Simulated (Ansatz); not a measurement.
# Worked example: vertical ionisation energy of SOF2 (thionyl fluoride)

The species is SOF2 (4 atoms), meant as a singlet with charge 0. SMILES: `O=S(F)F`. Geometry: relaxed at PBE0-D4/def2-TZVP.

Both states at this one shape; open shells run unrestricted unless said. 1 Eh = 27.2114 eV.

```
                                  level  program  singlet SOF2 (Eh)  doublet [SOF2]+ (Eh)
                    wB97M-V/aug-cc-pVDZ   Ansatz        -673.018979           -672.559261
    CCSD/STO-3G, 8 core orbitals frozen   Ansatz        -662.979752           -662.765822
CCSDT(Q)/STO-3G, 8 core orbitals frozen   Ansatz        -662.993235           -662.775201
```

Q: Work out the vertical ionisation energy at each level.

A: 
1. wB97M-V/aug-cc-pVDZ: -672.559261 − (-673.018979) = 0.459718 Eh = 12.51 eV.
2. CCSD/STO-3G: -662.765822 − (-662.979752) = 0.213930 Eh = 5.82 eV.
3. CCSDT(Q)/STO-3G: -662.775201 − (-662.993235) = 0.218034 Eh = 5.93 eV.

No measured value is set beside it here; the levels span 5.82 to 12.51 eV. Minimal sets are far from the basis-set limit.
